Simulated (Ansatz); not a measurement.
The cluster Na₂O. The state is a triplet with charge 0. Geometry PBE-D4/def2-TZVP; atoms count from 1.

```xyz
3

Na    0.277    0.799    1.937
Na    0.005   -0.688   -1.998
O    -0.282   -0.111    0.061
```

At PBE0-D4/def2-TZVP a singlet of charge 0 lies 0.77 eV below the triplet, each at its own geometry. The structure comes from a short search, and lower isomers may exist.

**Question.** Estimate the Mulliken populations from the PBE0/def2-TZVP orbitals of Ansatz.

**Answer.** 
```json
{"atom": "Na1", "charge (e)": "0.37", "spin (α − β)": "0.50"}
{"atom": "Na2", "charge (e)": "0.37", "spin (α − β)": "0.50"}
{"atom": "O3", "charge (e)": "-0.73", "spin (α − β)": "1.00"}
```
Mulliken values and Mayer orders depend strongly on the basis.

**Question.** Where does the spin sit?

**Answer.** Summed by element: Na 1.00, O 1.00, of 2 unpaired in all. Largest on single atoms: O3 1.00, Na1 0.50, Na2 0.50.
